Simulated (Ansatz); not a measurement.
Ideal-gas functions of `C[B][SiH3]` radical at 298.15 K and 1 bar, from an Ansatz frequency run at PBE0-D4/def2-TZVP.

Molar mass 56.96 g/mol, point group C1 (symmetry number 1), electronic degeneracy 2, moments of inertia 11.422, 133.286, 135.777 u Å². Harmonic wavenumbers (cm⁻¹, unscaled): 56, 130, 171, 490, 517, 580, 652, 859, 883, 924, 944, 1139, 1308, 1389, 1443, 2159, 2205, 2209, 2989, 3060, 3104.

Use S(trans) = R[1.5 ln M + 2.5 ln T − 1.1517]; rotational temperatures θ = 24.2544 K / I; S(rot) = R[ln(√π/σ · √(T³/θAθBθC)) + 1.5]; for each mode x = 1.438777 ν̃/T, S = R[x/(eˣ − 1) − ln(1 − e⁻ˣ)] and H = RT x/(eˣ − 1); 1 cm⁻¹ = 0.0119627 kJ/mol; R = 8.31446 J/(mol·K).

**Question.** By hand: the entropy, in J/(mol·K).

**Answer.** Translation 159.3. Rotation: θ = 2.1235, 0.182, 0.1786 K, giving 99.4. Vibration, mode by mode: 19.22, 12.33, 10.14, 2.86, 2.58, 2.03, 1.54, 0.69, 0.63, 0.53, 0.49, 0.22, 0.11, 0.08, 0.06, 0.00, 0.00, 0.00, 0.00, 0.00, 0.00, in all 53.5. Electronic 5.8. Sum 318.0 J/(mol·K).

**Question.** By hand: H − E and G − E in kJ/mol, counted from the electronic energy.

**Answer.** Zero-point energy ½ × 27211 × 0.0119627 = 162.8; thermal vibration 8.2; translation, rotation and pV give 4 RT = 9.9. H − E = 180.9 kJ/mol, and G − E = 180.9 − 298.15 × 318.0/1000 = 86.1 kJ/mol.

Vibration gives 17 % of the entropy, 31.5 J/(mol·K) of it from the modes under 150 cm⁻¹: soft modes count most, and the harmonic formula is weakest for them. The sum counts one conformer and one mirror image; others add a mixing term.
